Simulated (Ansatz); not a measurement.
Geometry optimisation, RKS BLYP/6-31G* in Ansatz 0.2.0.

The input (input.yaml):

```yaml
crystal:
  periodic: [false, false, false]
  atoms:
    - { symbol: Al, position_ang: [-0.716, 1.0629, -1.1766] }
    - { symbol: S, position_ang: [0.2755, -0.9049, -1.3084] }
    - { symbol: Si, position_ang: [0.5781, -0.956, 0.7995] }
    - { symbol: H, position_ang: [-2.2678, 1.1842, -0.9534] }
    - { symbol: H, position_ang: [0.0882, 2.4477, -1.3135] }
    - { symbol: H, position_ang: [1.3159, -2.1838, 1.1607] }
    - { symbol: H, position_ang: [-0.652, -0.9179, 1.5236] }
    - { symbol: H, position_ang: [1.4702, 0.2108, 1.2122] }
basis:
  gaussian: { orbitals: "6-31G*" }
hamiltonian:
  xc: blyp
relax:
  f_tol: 0.02
  max_steps: 50
output:
  orbitals: {}
```

Launched with:

```bash
$ ansatz run input.yaml --threads 1 --pin off --max-ram 2048MiB --backend cpu --events-out ev --progress --plain --runs-dir out
```

Problem. Where does it end, and by what steps?

Solution. It converged. The force dipped under the threshold on the way, but the program's further checks kept it going. After 19 steps the energy has fallen by 0.383 eV; H5 moved furthest, 1.57 Å.

```json
{"step": "0", "energy less start (eV)": "0.0000", "largest force component (eV/Å)": "1.672", "accepted": "yes"}
{"step": "1", "energy less start (eV)": "-0.1101", "largest force component (eV/Å)": "0.411", "accepted": "yes"}
{"step": "2", "energy less start (eV)": "-0.1276", "largest force component (eV/Å)": "0.071", "accepted": "yes"}
{"step": "3", "energy less start (eV)": "-0.1328", "largest force component (eV/Å)": "0.074", "accepted": "yes"}
{"step": "4", "energy less start (eV)": "-0.1272", "largest force component (eV/Å)": "0.266", "accepted": "no"}
{"step": "5", "energy less start (eV)": "-0.1347", "largest force component (eV/Å)": "0.019", "accepted": "yes"}
{"step": "6", "energy less start (eV)": "-0.1354", "largest force component (eV/Å)": "0.007", "accepted": "yes"}
{"step": "7", "energy less start (eV)": "-0.1356", "largest force component (eV/Å)": "0.009", "accepted": "yes"}
{"step": "8", "energy less start (eV)": "-0.1374", "largest force component (eV/Å)": "0.069", "accepted": "yes"}
{"step": "9", "energy less start (eV)": "-0.1430", "largest force component (eV/Å)": "0.160", "accepted": "yes"}
{"step": "10", "energy less start (eV)": "-0.1546", "largest force component (eV/Å)": "0.266", "accepted": "yes"}
{"step": "11", "energy less start (eV)": "-0.1905", "largest force component (eV/Å)": "0.378", "accepted": "yes"}
{"step": "12", "energy less start (eV)": "-0.2418", "largest force component (eV/Å)": "0.387", "accepted": "yes"}
{"step": "13", "energy less start (eV)": "-0.2754", "largest force component (eV/Å)": "0.325", "accepted": "yes"}
{"step": "14", "energy less start (eV)": "-0.3408", "largest force component (eV/Å)": "0.163", "accepted": "yes"}
{"step": "15", "energy less start (eV)": "-0.3725", "largest force component (eV/Å)": "0.092", "accepted": "yes"}
{"step": "16", "energy less start (eV)": "-0.3814", "largest force component (eV/Å)": "0.084", "accepted": "yes"}
{"step": "17", "energy less start (eV)": "-0.3816", "largest force component (eV/Å)": "0.126", "accepted": "yes"}
{"step": "18", "energy less start (eV)": "-0.3820", "largest force component (eV/Å)": "0.069", "accepted": "yes"}
{"step": "19", "energy less start (eV)": "-0.3830", "largest force component (eV/Å)": "0.006", "accepted": "yes"}
```

```xyz
8
Properties=species:S:1:pos:R:3
Al -0.682 1.296 -1.288
S 0.974 -0.149 -1.039
Si 0.613 -1.027 0.928
H -1.786 1.449 -0.150
H -0.663 2.116 -2.650
H 1.186 -2.407 0.906
H -0.847 -1.099 1.241
H 1.298 -0.236 1.996
```

Whether the end is a true minimum wasn't checked by a vibrational analysis.

Time of the run: 43 s on 1 thread of Arm Neoverse V2, with other jobs on the host, peak memory 0.13 GiB.
